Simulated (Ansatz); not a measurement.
# C3H7FO: basis-set convergence

The task here is to estimate one member of a computed series from the others.

Method: one geometry, several basis sets; program: Ansatz 0.2.0, Gaussian basis.

The runs, in order: PBE0-D4/def2-SVP; ωB97M-V/def2-SVP; PBE0-D4/def2-QZVPP; ωB97M-V/def2-QZVPP; the functionals' def2-TZVPP values are taken from earlier runs.

**The geometry**

All runs share one geometry, relaxed beforehand with PBE0-D4 in a triple-zeta def2 set.

SMILES `CC(O)CF`, 12 atoms, charge 0, spin multiplicity 1.

Atoms are counted from 1 here; the program's logs count them from 0.

Bond lengths: C1–C2 1.510 Å, C1–H6 1.093 Å, C1–H7 1.092 Å, C1–H8 1.090 Å, C2–O3 1.412 Å, C2–C4 1.509 Å, C2–H9 1.101 Å, O3–H10 0.962 Å, C4–F5 1.389 Å, C4–H11 1.094 Å, C4–H12 1.094 Å. Angles: C2–C1–H6 110.4°, C2–C1–H7 111.1°, C2–C1–H8 109.8°, H6–C1–H7 108.9°, H6–C1–H8 108.1°, H7–C1–H8 108.4°, C1–C2–O3 108.0°, C1–C2–C4 111.2°, C1–C2–H9 109.6°, O3–C2–C4 110.3°, O3–C2–H9 109.9°, C4–C2–H9 107.8°, C2–O3–H10 107.6°, C2–C4–F5 109.1°, C2–C4–H11 111.5°, C2–C4–H12 110.6°, F5–C4–H11 107.9°, F5–C4–H12 107.6° and more.

The first run:

File in.yaml:

```yaml
crystal:
  periodic: [false, false, false]
  atoms:
    - {symbol: C, position_ang: [0.287596, 1.281236, -0.487560]}
    - {symbol: C, position_ang: [0.046554, -0.207038, -0.401165]}
    - {symbol: O, position_ang: [-1.237597, -0.471403, -0.924343]}
    - {symbol: C, position_ang: [0.142293, -0.694175, 1.023942]}
    - {symbol: F, position_ang: [-0.110324, -2.060061, 1.054435]}
    - {symbol: H, position_ang: [-0.450683, 1.822735, 0.108558]}
    - {symbol: H, position_ang: [1.287306, 1.538433, -0.131242]}
    - {symbol: H, position_ang: [0.194884, 1.611013, -1.522832]}
    - {symbol: H, position_ang: [0.809195, -0.738764, -0.990971]}
    - {symbol: H, position_ang: [-1.422091, -1.405103, -0.783069]}
    - {symbol: H, position_ang: [1.140448, -0.527262, 1.438839]}
    - {symbol: H, position_ang: [-0.610580, -0.204712, 1.649308]}
basis:
  gaussian: {orbitals: def2-SVP}
hamiltonian: {xc: pbe0, dispersion: d4}
output: {orbitals: {seedname: orbitals}}
```

Launch:

```bash
$ ansatz run in.yaml --threads 4 --pin off --events-out ev --progress --plain --max-ram 10444MiB
```

Steps of the session up to this table: PBE0-D4 in def2-SVP; ωB97M-V in def2-SVP; PBE0-D4 in def2-QZVPP; ωB97M-V in def2-QZVPP.

One of the session's tables, all rows but one given; the rest of the session is left out.

It belongs to the step «Functionals by basis». 

| functional | basis | HOMO (eV) | LUMO (eV) |
| --- | --- | --- | --- |
| PBE0-D4 | def2-SVP | -7.77 | 1.84 |
| PBE0-D4 | def2-TZVPP | -8.01 | 1.23 |
| PBE0-D4 | def2-QZVPP | -8.06 | 0.76 |
| ωB97M-V | def2-SVP | ? | ? |
| ωB97M-V | def2-TZVPP | -10.46 | 2.66 |
| ωB97M-V | def2-QZVPP | -10.52 | 1.92 |

**Question.** Estimate the row for ωB97M-V, def2-SVP.

**Answer.** HOMO (eV): -10.21; LUMO (eV): 3.49. In the column «HOMO (eV)» it lies between ωB97M-V, def2-TZVPP (-10.46) and PBE0-D4, def2-QZVPP (-8.06).
